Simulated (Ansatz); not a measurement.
The input, for Ansatz 0.2.0:

```yaml
crystal:
  periodic: [false, false, false]
  atoms:
    - {symbol: Ge, position_ang: [0.000000, 0.000000, 0.000000]}
    - {symbol: Al, position_ang: [0.000000, 0.000000, 2.446378]}
basis:
  gaussian: {orbitals: pcseg-2}
magnetization: {spin_polarized: true, initial_magnetization: 3}
correlation: {method: ccsd, electrons: outside_noble_gas, diis_vectors: 1}
output: {forces: true}
```

```sh
$ ansatz run in.yaml --threads 1 --pin off --events-out ev --progress --plain --max-ram 2393MiB
```

Roughly how long does this take on 1 thread of Arm Neoverse V1, shared host, and how much host memory?

12 s wall and 0.24 GiB.

```
526 factors; integrals over basis functions are off by at most 5.5e-4 eV
mean field evaluation 1: about -63055.3141 eV, gradient 5.6e0 eV
mean field evaluation 2: about -63055.3686 eV, gradient 5.7e0 eV
mean field evaluation 4: about -63055.8280 eV, gradient 1.2e0 eV
mean field evaluation 8: about -63055.8621 eV, gradient 2.0e-1 eV
mean field evaluation 16: about -63055.6832 eV, gradient 2.7e0 eV
mean field evaluation 32: about -63055.8639 eV, gradient 2.0e-1 eV
mean field evaluation 64: about -63053.6266 eV, gradient 1.8e-1 eV
mean field evaluation 96: about -63053.3712 eV, gradient 1.6e0 eV
mean field evaluation 128: about -63053.4440 eV, gradient 1.8e-1 eV
mean field -63055.86499316 eV, -2317.2602976982 hartree, gradient 6.8e-6 eV, S^2 3.769482; 6 other end points of the search recorded, 0 dependent functions left out
determinant -63055.86499316 eV, -2317.2602976982 hartree, with singles and doubles -63059.56464117 eV, -2317.3962572550 hartree
determinant -63053.62779595 eV, -2317.1780822172 hartree, with singles and doubles -63056.93176235 eV, -2317.2995007430 hartree
determinant -63053.62778541 eV, -2317.1780818299 hartree, with singles and doubles -63056.93175160 eV, -2317.2995003477 hartree
19 core orbitals not correlated: weight in the atoms' cores, before any rotation towards them, 1.000 or more for the frozen orbitals, at most 0.000 for the correlated occupied ones
reference -63055.86499316 eV, -2317.2602976982 hartree; 5, 2 occupied and 53, 56 virtual orbitals, 526 factors
second order -2.97873649 eV of doubles, -0.00000000 eV of singles
cycle   1  -3.63423352 eV  change   -1.8e-1 eV  update   2.1e-2
cycle   2  -3.64206292 eV  change   -7.8e-3 eV  update   5.2e-3
cycle   3  -3.64355678 eV  change   -1.5e-3 eV  update   2.2e-3
cycle   4  -3.64465693 eV  change   -1.1e-3 eV  update   1.2e-3
cycle   5  -3.64481816 eV  change   -1.6e-4 eV  update   7.3e-4
cycle   6  -3.64516064 eV  change   -3.4e-4 eV  update   3.8e-4
cycle   7  -3.64516869 eV  change   -8.0e-6 eV  update   1.6e-4
cycle   8  -3.64521287 eV  change   -4.4e-5 eV  update   6.4e-5
cycle   9  -3.64520141 eV  change    1.1e-5 eV  update   3.1e-5
cycle  10  -3.64520682 eV  change   -5.4e-6 eV  update   1.4e-5
cycle  11  -3.64520381 eV  change    3.0e-6 eV  update   8.0e-6
cycle  12  -3.64520534 eV  change   -1.5e-6 eV  update   4.5e-6
cycle  13  -3.64520482 eV  change    5.3e-7 eV  update   2.7e-6
cycle  14  -3.64520557 eV  change   -7.5e-7 eV  update   1.6e-6
cycle  15  -3.64520563 eV  change   -6.3e-8 eV  update   9.0e-7
cycle  16  -3.64520594 eV  change   -3.0e-7 eV  update   5.1e-7
the calculation of the forces begins
mean field evaluation 160: about -63055.8650 eV, gradient 8.9e-6 eV
Total energy: -63059.51019909 eV, -2317.3942565455 hartree
Atom 0 at     0.000000     0.000000     0.000000 Å, force    -0.000000    -0.000000    -0.265036 eV/Å
Atom 1 at     0.000000     0.000000     2.446378 Å, force     0.000000     0.000000     0.265036 eV/Å
Dipole moment:    -0.000000    -0.000000     0.317086 e Å
```

Forces (eV/Å):
```
Ge   0.000  0.000 -0.265
Al   0.000  0.000  0.265
```
